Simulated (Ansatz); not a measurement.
Potential energy curve for ClNa, singlet.

Levels: RKS-PBE = restricted PBE/cc-pVDZ (Ansatz, a first-principles code); UKS-PBE = unrestricted PBE/cc-pVDZ (Ansatz); UKS-PBE0 = unrestricted PBE0/cc-pVDZ (Ansatz); FCI = Ansatz with full CI/cc-pVDZ, frozen core.

Energies relative to the lowest point of each curve between 2.09 and 3.01 Å, where full CI is lowest, in mEh; the last columns give the error against full CI:

```
R / Å  RKS-PBE  UKS-PBE  UKS-PBE0    FCI  RKS-PBE − FCI  UKS-PBE − FCI  UKS-PBE0 − FCI
-----  -------  -------  --------  -----  -------------  -------------  --------------
1.92      48.3     48.3      47.9   54.6           -6.3           -6.3            -6.7
2.09      14.7     14.7      14.2   17.6           -2.9           -2.9            -3.4
2.24       2.6      2.6       2.3    3.8           -1.2           -1.2            -1.5
2.33       0.1      0.1       0.0    0.6           -0.5           -0.5            -0.6
2.43       0.0      0.0       0.1    0.0            0.0            0.0             0.1
2.56       2.7      2.7       3.0    2.2            0.4            0.4             0.8
2.62       4.7      4.7       5.1    4.1            0.6            0.6             1.0
2.69       7.4      7.4       8.0    6.7            0.7            0.7             1.3
2.78      11.4     11.4      12.2   10.7            0.7            0.7             1.5
2.90      17.2     17.2      18.3   16.6            0.6            0.6             1.7
3.01      22.8     22.8      24.2   22.4            0.4            0.4             1.7
3.18      31.7     31.7      33.4   31.8           -0.1           -0.1             1.6
3.39      42.2     42.2      44.6   43.4           -1.2           -1.2             1.2
3.59      51.6     51.6      54.7   54.1           -2.5           -2.5             0.6
3.92      65.3     65.3      69.6   70.4           -5.2           -5.2            -0.8
4.30      78.0     77.8      83.9   86.8           -8.8           -9.0            -3.0
4.72      88.8     87.5      95.1  102.0          -13.2          -14.5            -6.9
5.30      99.2     96.1     105.1  118.3          -19.1          -22.2           -13.2
5.92     106.4    101.5     111.6  130.5          -24.2          -29.0           -18.9
6.65     111.7    105.4     116.3  136.3          -24.6          -31.0           -20.0
7.72     116.2    108.7     120.4  137.0          -20.9          -28.4           -16.7
9.11     119.3    111.1     123.2  137.1          -17.8          -26.0           -13.9
```

RKS-PBE is furthest from FCI at 6.65 (-24.6 mEh, below); its mean absolute error over the points is 6.9 mEh.

UKS-PBE is furthest from FCI at 6.65 (-31.0 mEh, below); its mean absolute error over the points is 8.3 mEh.

UKS-PBE0 is furthest from FCI at 6.65 (-20.0 mEh, below); its mean absolute error over the points is 5.3 mEh.

The restricted form behind RKS-PBE keeps the bonding electrons paired and can't separate into open-shell fragments. The unrestricted determinant behind UKS-PBE, UKS-PBE0 is spin-contaminated at 4.30 to 9.11 Å (<S²> up to 0.6, against 0.00 for a pure singlet).
